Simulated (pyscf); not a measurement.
PySCF, gas phase, ωB97X-D3(BJ)/def2-SVP geometries.

SMILES: [CH3][SnH]([Cl])[Cl]
```xyz
8

C     -0.3517    -0.4165     1.0290
Sn    -1.0484    -0.9085    -0.9102
Cl    -3.3383    -0.4473    -0.9789
Cl    -0.0482     0.5686    -2.4195
H     -0.6209     0.6287     1.2350
H     -0.8253    -1.0712     1.7741
H      0.7407    -0.5299     1.0733
H     -0.8311    -2.4785    -1.5218
```

Problem. How much does it cost (ΔH, 298 K, ωB97M-D3(BJ)/def2-TZVP) to split `[CH3][SnH]([Cl])[Cl]` at its C–Sn bond into CH₃• + Cl–SnH•–Cl?

Solution. C–Sn to CH₃• + Cl–SnH•–Cl: 2.93 eV. The 7 functionals that were run give +2.64 (r²SCAN) to +3.12 eV (ωB97X-D3(BJ)). Elements past Kr carry the def2 core potentials, without spin-orbit coupling.
